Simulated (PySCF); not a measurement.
phosphine (H3P), SMILES P. Coordinates come from a PBE0-D3(BJ)/def2-TZVPD optimisation.

TDA-M06-2X/def2-TZVPD (PySCF) puts the lowest singlet excitations at 6.88, 7.19, 7.19, 9.31, 9.31, 9.54 eV and the lowest triplet (TDA) at 6.05 eV.

Q: What are the lowest singlet roots from EOM-CCSD/aug-cc-pVDZ run with PySCF? (Estimate from the structure and the level; the computed values follow.)

A: 6.81, 7.45, 7.45, 8.32, 8.32, 8.81 eV; triplets 6.11, 6.11, 6.56 eV. S1 differs by -0.07 eV (second minus first; roots are paired by order, and the bases may differ).
